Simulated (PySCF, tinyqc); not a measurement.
Worked calculation: CID on RHF in the sto-3g basis, frozen core, for LiH, spin multiplicity 1. The lowest restricted solution is unstable here: a spin-polarised one lies 0.0073 hartree lower (PySCF). One step of it, computed by the program tinyqc.

Question. CID: roots. Diagonalise (each vector has its largest component positive (the first on a tie)); all determinants have Ms = 0, so triplets appear too. The lowest singlet root is the correlation energy.

Occupation strings over the orbitals (2 doubly, a alpha, b beta, 0 empty; spin orbitals ordered 1a 1b 2a 2b ...): 220000 202000 20a00b 200200 200020 20b00a 200002

H - E(HF) between determinants (hartree), lower triangle:
```
           220000     202000     20a00b    200200    200020     20b00a    200002
220000   0.000000
202000   0.023927   0.567484
20a00b  -0.047127   0.109860   0.482962
200200   0.021017   0.041391  -0.011496  0.614662
200020   0.021017   0.041391  -0.011496  0.016869  0.614662
20b00a   0.047127  -0.109860  -0.033084  0.011496  0.011496   0.482962
200002   0.131511   0.033084   0.025973  0.018949  0.018949  -0.025973  0.656798
```

Give: lowest roots of this matrix, relative to E(HF); lowest vectors; <S^2> of these roots; weight of the ground state by excitation level 0, 1, 2, ....

Answer.

lowest roots of this matrix, relative to E(HF) (hartree): -0.0378  0.3807  0.4499  0.5978  0.6265  0.6501  0.7523

lowest vectors:
```
         root 1   root 2  root 3   root 4
220000   0.9691   0.1380  0.0000   0.0000
202000  -0.0631   0.6501  0.0000   0.0000
20a00b   0.1030  -0.5023  0.7071   0.0000
200200  -0.0177  -0.1629  0.0000   0.7071
200020  -0.0177  -0.1629  0.0000  -0.7071
20b00a  -0.1030   0.5023  0.7071   0.0000
200002  -0.1872  -0.0268  0.0000   0.0000
```

<S^2> of these roots: 0.0000  0.0000  2.0000  0.0000  0.0000  0.0000  0.0000

weight of the ground state by excitation level 0, 1, 2, ...: 0.9391  0.0000  0.0609
